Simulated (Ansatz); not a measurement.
A geometry relaxed with Ansatz (a program for electronic structure) with PBE-D3(BJ)/def2-SVP, charge 0, multiplicity 2:

```xyz
4

C      0.0000     0.0000     0.0000
H      1.0280    -0.3863     0.0057
H     -0.1795     1.0834    -0.0013
H     -0.8485    -0.6971    -0.0044
```

Write the SMILES of this molecule.

`[CH3]`
